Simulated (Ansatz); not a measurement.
Geometry optimisation, RKS PBE0/6-31G* in Ansatz.

input.yaml

```yaml
crystal:
  periodic: [false, false, false]
  atoms:
    - { symbol: Si, position_ang: [-0.245056, 0.213551, 0.008296] }
    - { symbol: O, position_ang: [-0.344314, -0.002867, 1.671611] }
    - { symbol: H, position_ang: [-0.949467, 0.624008, 2.083102] }
    - { symbol: H, position_ang: [1.124571, 0.564271, -0.442875] }
    - { symbol: H, position_ang: [-1.122996, 1.3947, -0.294158] }
    - { symbol: H, position_ang: [-0.791, -0.934685, -0.758544] }
    - { symbol: "N", position_ang: [1.418387, -2.115069, 0.956938] }
    - { symbol: H, position_ang: [1.11098, -3.080602, 0.885032] }
    - { symbol: H, position_ang: [2.428244, -2.130035, 1.067003] }
    - { symbol: H, position_ang: [1.019652, -1.734771, 1.832895] }
basis:
  gaussian: { orbitals: "6-31G*" }
hamiltonian:
  xc: pbe0
relax:
  f_tol: 0.03
  max_steps: 50
```

Run as:

```bash
$ ansatz run input.yaml --threads 1 --pin off --max-ram 2048MiB --backend cpu --events-out ev --progress --plain --runs-dir out
```

**Question.** Where does it end, and by what steps?

**Answer.** It converged. The force dipped under the threshold on the way, but the program's further checks kept it going. After 8 steps the energy has fallen by 0.109 eV; H9 moved furthest, 0.50 Å.

| step | energy less start (eV) | largest force component (eV/Å) | accepted |
| --- | --- | --- | --- |
| 0 | 0.0000 | 0.634 | yes |
| 1 | -0.0391 | 0.541 | yes |
| 2 | -0.0641 | 0.782 | yes |
| 3 | -0.0743 | 0.869 | yes |
| 4 | -0.0966 | 0.540 | yes |
| 5 | -0.0993 | 0.377 | yes |
| 6 | -0.1074 | 0.104 | yes |
| 7 | -0.1085 | 0.019 | yes |
| 8 | -0.1085 | 0.012 | yes |

```xyz
10
Properties=species:S:1:pos:R:3
Si -0.069 -0.042 0.139
O -0.362 -0.039 1.805
H -0.967 0.685 2.010
H 1.274 0.388 -0.348
H -0.932 1.145 -0.258
H -0.666 -1.134 -0.685
N 1.209 -1.853 0.961
H 0.897 -2.765 0.639
H 2.207 -1.784 0.782
H 1.058 -1.801 1.965
```

The run took 20 s on 1 thread of Arm Neoverse V2, on a shared host, peak memory 0.13 GiB.
